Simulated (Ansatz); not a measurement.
Reaction (SMILES): ClCCl → C atom + 2 Cl atom + 2 H atom
B3LYP-D3(BJ)/def2-TZVP geometries, fixed; electronic energies without zero-point terms.
Largest species:
```
C
H 1 1.0832
H 1 1.0832 2 111.91
Cl 1 1.7804 2 108.02 3 118.77
Cl 1 1.7804 2 108.02 3 -118.77
```
Charge 0, spin multiplicity 1.

Basis-set convergence of the atomisation energy at B2PLYP with Ansatz (a first-principles code). Cartesian d functions, on some or all atoms, in 6-31G*, 6-31+G*; all else is spherical. Cores are frozen. Open shells are unrestricted. No added dispersion term, no relativity. Functions are those of the species that has most. Reference: the value in aug-pcseg-3, 367.40 kcal/mol, itself unsure by roughly 0.32 kcal/mol (its mean distance from aug-cc-pV(Q+d)Z, cc-pV(5+d)Z, def2-QZVPPD). Deviations are taken from unrounded values. Cost is core time over that of aug-cc-pV(D+d)Z, rough, on shared machines of one kind; a dash marks a row that isn't timed (too short, read off another run, short of memory, by another algorithm or on other hardware).

```tsv
basis	functions	atomisation energy (kcal/mol)	minus reference (kcal/mol)	cost
STO-3G	25	394.10	26.70	-
6-31G*	57	354.10	-13.30	-
6-31+G*	69	351.87	-15.52	0.5×
def2-SVPD	90	360.20	-7.20	0.6×
aug-cc-pV(D+d)Z	105	356.56	-10.84	1×
6-311++G(3df,3pd)	169	366.53	-0.87	1×
pcseg-3	254	367.23	-0.17	3×
def2-QZVPPD	287	366.78	-0.62	4×
aug-pcseg-3	361	367.40	0.00	9×
```

The smallest set listed that lies within 4 kcal/mol of the reference with all its larger relatives (same family, alike in diffuse functions; a set with none counts only in the reference's own line) is aug-pcseg-3 (361 functions, 9× in cost, 0.00 kcal/mol off). Inside, with no larger relative to test it: 6-311++G(3df,3pd), pcseg-3, def2-QZVPPD.
